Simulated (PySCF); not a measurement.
2-hydroxyprop-2-enal, C3H4O2.
SMILES: `C=C(O)C=O`

Torsions of this conformer, `[CH2:1]=[C:2]([OH:3])[CH:4]=[O:5]`: C1–C2–C4–O5 180°, H–O3–C2–C1 180°.

The closed-shell ground state was solved at several levels (PySCF, density fitting, gas phase, non-relativistic). The structure is a single PBE0-D3(BJ)/def2-SVP conformer in the gas phase; no vibrational or solvent corrections.

```csv
level,basis functions,HOMO (eV),LUMO (eV),gap (eV),dipole (D)
PBE0/pcSseg-1,105,-7.41,-2.02,5.39,1.93
B3LYP/pcJ-1,175,-7.17,-2.24,4.93,1.92
mPW1PW91/pcSseg-2,236,-7.49,-2.10,5.39,1.98
```

(1) Estimate the row for CAM-B3LYP/def2-SVPD, a basis of 138 functions; the other rows only guide the guess.

(2) Over all these levels, which gives the widest orbital gap and which the narrowest?

(3) How far do the dipole and the HOMO energy spread over the levels?

Answers

(1) HOMO -8.83 eV, LUMO -1.01 eV, gap 7.82 eV, dipole 2.15 D.

(2) CAM-B3LYP/def2-SVPD (range-separated hybrid) has the widest, 7.82 eV, and B3LYP/pcJ-1 (global hybrid, 20 % exact exchange) the narrowest, 4.93 eV. Functional and basis both differ between the two, so the spread mixes both effects.

(3) The dipole runs from 1.92 to 2.15 D (mean 2.00 D) and the HOMO from -8.83 to -7.17 eV.
